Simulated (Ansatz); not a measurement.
# CH₂F₂ (singlet): from Hartree-Fock to the top rungs, cc-pVDZ

One table from this session's results is given with a row withheld; the runs are named, their logs left out.

Computed with Ansatz 0.2.0, Gaussian basis. Level: cc-pVDZ, core rule «outside noble gas», up to 3 orbitals frozen.

Plan: UHF; CCSD(T) on RHF; BCCD(T) on RHF; CISD; CCSDT(Q) on RHF.

22 further runs of the same task are left out: 4 for a known fault of the program, 1 that didn't finish, 17 set aside as unsound or not needed.

## What is computed

The geometry is an MP2(full)/6-31G* stationary point (not a proven minimum).

5 atoms, charge 0, spin multiplicity 1.

Atoms are counted from 1 here; the program's logs count them from 0.

Bond lengths: C1–F2 1.364 Å, C1–F3 1.364 Å, C1–H4 1.091 Å, C1–H5 1.091 Å. Angles: F2–C1–F3 108.9°, F2–C1–H4 108.8°, F2–C1–H5 108.8°, F3–C1–H4 108.8°, F3–C1–H5 108.8°, H4–C1–H5 112.8°.

As a file:

```xyz
5
CH2F2
C     0.0000    0.0000    0.5562
F     0.0000    1.1097   -0.2373
F     0.0000   -1.1097   -0.2373
H    -0.9084    0.0000    1.1600
H     0.9084    0.0000    1.1600
```

Set-up of the first run:

The input, in.yaml:

```yaml
crystal:
  periodic: [false, false, false]
  atoms:
    - {symbol: C, position_ang: [0.000000, 0.000000, 0.556162]}
    - {symbol: F, position_ang: [0.000000, 1.109716, -0.237342]}
    - {symbol: F, position_ang: [0.000000, -1.109716, -0.237342]}
    - {symbol: H, position_ang: [-0.908369, 0.000000, 1.159958]}
    - {symbol: H, position_ang: [0.908369, 0.000000, 1.159958]}
basis:
  gaussian: {orbitals: cc-pVDZ}
magnetization: {spin_polarized: true, initial_magnetization: 0}
hamiltonian: {xc: hf}
output: {orbitals: {seedname: orbitals}}
```

Run with:

```bash
$ ansatz run in.yaml --threads 1 --pin off --events-out ev --progress --plain --max-ram 4160MiB --backend cpu
```

Among the steps run: UHF; CCSD(T) on RHF; BCCD(T) on RHF; CISD; CCSDT(Q) on RHF.

One table of the session follows, with a row left open; its other results are not shown here.

It belongs to the step «Misses and costs». 

| method | from RCCSDT(Q) (kcal/mol) |
| --- | --- |
| RHF | +339.46 |
| RMP2 | +18.46 |
| CISD | +37.69 |
| RCCSD | +7.11 |
| RCCSD(T) | ? |
| BCCD(T) | +0.85 |
| RCCSDT | +0.64 |
| RCCSDT(Q) | 0 |

**Question.** Estimate the row for RCCSD(T).

**Answer.** from RCCSDT(Q) (kcal/mol): +0.96. In the column «from RCCSDT(Q) (kcal/mol)» it lies between BCCD(T) (+0.85) and RCCSD (+7.11).

With the free atoms at the same levels and basis (separate runs), the atomisation energy is 17.328 eV at RCCSDT(Q), 17.305 eV at RCCSD(T), 12.926 eV at RHF.
